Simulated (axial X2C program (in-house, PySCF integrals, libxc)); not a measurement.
# HCl: bond constants with and without spin–orbit coupling

All values were computed with an axial X2C code built on PySCF integrals. Spin-free means the one-electron spin-free X2C Hamiltonian; two-component (2c) means X2C with spin–orbit coupling and atomic mean-field two-electron Coulomb and Gaunt terms, so the difference of the two also holds small scalar two-electron terms. Basis: Cl dyall-av3z [9s8p3d2f], H dyall-v3z [6s2p1d] (cores contracted in-house); Gaussian nuclei, density fitting, unrestricted open shells. Masses: Cl 34.969 u, H 1.008 u.

Input:
```json
{"zs": [17, 1], "q": 0, "bas": ["dyall-av3z", "dyall-v3z"], "levels": ["PBE0", "HF", "M06"], "cc": true, "r0": 1.31, "thr": -2.0, "nmax": 90, "npts": 10, "nst": 2, "ntry": 6}
```
```bash
python so2c.py task.json out
```

Keys: zs atomic numbers; q charge; bas basis sets; levels methods; cc coupled cluster on or off; r0 starting distance in Å; thr threshold in hartree for freezing inner shells (an s shell follows its p shell); nmax most natural virtual spinors; npts points on the curve; nst determinants followed; ntry starts of the search. HF also brings MP2.

State, spin-free: M_S = 0, Λ = 0 (closed shell); electrons by block: σα: 5, σβ: 5, π+α: 2, π+β: 2, π-α: 2, π-β: 2. Fragments: Cl + H.

State, 2c: Ω = 0 (closed shell); electrons by block: 1/2: 7, -1/2: 7, 3/2: 2, -3/2: 2. Fragments: Cl + H.

| Hamiltonian | level | Re (Å) | ωe (cm⁻¹) | ωexe (cm⁻¹) | De (eV) | k (mdyn/Å) | μ (D) |
| --- | --- | --- | --- | --- | --- | --- | --- |
| spin-free | PBE0 | 1.281 | 2987.1 | 49.1 | 4.51 | 5.15 | 1.13 |
| spin-free | HF | 1.267 | 3133.0 | 46.4 | 3.30 | 5.67 | 1.18 |
| spin-free | MP2 | 1.275 | 3042.7 | 50.3 | 4.55 | 5.34 | n/a |
| spin-free | CCSD | 1.277 | 3013.3 | 52.7 | 4.47 | 5.24 | n/a |
| spin-free | CCSD(T) | 1.279 | 2990.8 | 53.7 | 4.54 | 5.16 | n/a |
| spin-free | M06 | 1.283 | 2958.9 | 47.8 | 4.55 | 5.05 | 1.10 |
| 2c | PBE0 | 1.281 | 2986.2 | 49 | 4.51 | 5.15 | 1.13 |
| 2c | HF | 1.267 | 3132.2 | 46.4 | 3.24 | 5.66 | 1.18 |
| 2c | MP2 | 1.275 | 3042.0 | 50.3 | 4.51 | 5.34 | n/a |
| 2c | CCSD | 1.277 | 3012.5 | 52.7 | 4.45 | 5.24 | n/a |
| 2c | CCSD(T) | 1.279 | 2990.0 | 53.7 | 4.50 | 5.16 | n/a |
| 2c | M06 | 1.283 | 2958.0 | 47.8 | 4.51 | 5.05 | 1.10 |

Correlated methods: 8 electrons correlated (number of frozen shells: Cl 2 s, 1 p; H none), 128 virtual spin orbitals or spinors in MP2, 90 natural virtuals in coupled cluster.

Dipoles are positive if H is the positive end.

The state is one determinant whose occupation by symmetry is held fixed; it was picked as the lowest of a PBE0 search that is not exhaustive. The closed shell is kept restricted, so the energy runs too high when the bond is stretched far. Dissociation energies refer to the lowest single-determinant-based atoms at the same level and basis. CCSD and (T) use frozen natural virtuals with an MP2 correction for the truncation; (T) itself is uncorrected, so its De runs slightly low. The 2c atoms are single determinants rather than J levels; their spin–orbit lowering is only partly caught, and De is too large by that part. This holds for PBE0. Without a current term, density functionals place determinants with orbital angular momentum somewhat too high.

Rough cost a point (2c) on 1 thread(s) of a shared host, integrals apart: PBE0 0.15 s, HF 0.07 s, CCSD(T) 2.6 s, M06 0.24 s.

The whole task took 55 s on 1 thread of Arm Neoverse N1, on a shared host.
